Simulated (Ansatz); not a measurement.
# Solid iodine: band gap by level of theory

No measured value is used here.

| level (code) | value (eV) | cell (Å³/atom) |
|---|---|---|
| LDA+SOC (Ansatz) | 0.77 (indirect) | 42.63 |
| RPBE (Ansatz) | 1.16 | 42.63 |
| r²SCAN+rVV10 (Ansatz) | 1.16 | 40.67 |

Computed values are for a static lattice. Spin–orbit coupling is included only where a level's name says +SOC; with heavier elements it mostly lowers gaps and can invert bands.  r²SCAN+rVV10: the gap is read on the k mesh or supercell of the run alone and can be too large. Values are at the measured cell; r²SCAN+rVV10 at the level's own equilibrium cell. Cutoffs differ between the levels. Ansatz's density-functional and Hartree–Fock values are scalar-relativistic unless marked +SOC, with PAW data made under PBE.

Ansatz is a first-principles code.
